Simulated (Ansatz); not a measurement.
# CH₃BCl−: one structure at several levels

An exercise on one series of results from a longer session: the logs are not shown, and one member is left open.

The runs use Ansatz 0.2.0, Gaussian basis; single points in def2-TZVPPD.

Correlated methods freeze the cores.

### Where the work starts

SMILES `B[CH-]Cl`, 6 atoms, charge -1, spin multiplicity 1.

Atoms are counted from 1 here; the program's logs count them from 0.

Bond lengths: B1–C2 1.498 Å, B1–H4 1.165 Å, B1–H5 1.121 Å, C2–Cl3 1.818 Å, C2–H6 0.959 Å. Angles: C2–B1–H4 125.6°, C2–B1–H5 111.4°, H4–B1–H5 122.0°, B1–C2–Cl3 120.7°, B1–C2–H6 128.1°, Cl3–C2–H6 111.2°.

As a file:

```tsv
atom	x (Å)	y (Å)	z (Å)
B1	-0.58740	0.09150	-0.56830
C2	0.45750	0.18100	0.50100
Cl3	1.22720	-1.32260	1.17380
H4	-0.92900	-0.88510	-1.10290
H5	-0.87690	1.10700	-0.94420
H6	0.83320	0.96940	0.89610
```

The first run:

Input file run/in.yaml:

```yaml
crystal:
  periodic: [false, false, false]
  atoms:
    - {symbol: B, position_ang: [-0.587400, 0.091500, -0.568300]}
    - {symbol: C, position_ang: [0.457500, 0.181000, 0.501000]}
    - {symbol: Cl, position_ang: [1.227200, -1.322600, 1.173800]}
    - {symbol: H, position_ang: [-0.929000, -0.885100, -1.102900]}
    - {symbol: H, position_ang: [-0.876900, 1.107000, -0.944200]}
    - {symbol: H, position_ang: [0.833200, 0.969400, 0.896100]}
basis:
  gaussian: {orbitals: "def2-TZVPPD.json"}
total_charge: -1
correlation: {method: ccsd_t}
output: {forces: true}
```

The basis file named in the input lies beside it (Basis Set Exchange, JSON).

No record of the launch command was kept for these runs.

Among the steps run: CCSD(T)/def2-TZVPPD; PBE0-D4/def2-TZVPPD; wB97M-V/def2-TZVPPD; r2SCAN-D4/def2-TZVPPD; PBE-D4/def2-TZVPPD; r2SCANh-D4/def2-TZVPPD; SPW92/def2-TZVPPD.

One table of the session follows, with a row left open; its other results are not shown here.

| method | RMS force component (eV/Å) | angle to CCSD(T) forces (°) |
| --- | --- | --- |
| CCSD(T) | 2.599 | reference |
| PBE0-D4 | 2.703 | 2.8 |
| wB97M-V | 2.651 | 3.4 |
| r2SCAN-D4 | 2.659 | 2.5 |
| PBE-D4 | ? | ? |
| r2SCANh-D4 | 2.663 | 2.9 |
| SPW92 | 2.835 | 3.2 |

Estimate the missing values for PBE-D4.

The run gave: RMS force component (eV/Å): 2.696; angle to CCSD(T) forces (°): 1.0. In the column «RMS force component (eV/Å)» it lies between r2SCANh-D4 (2.663) and PBE0-D4 (2.703).
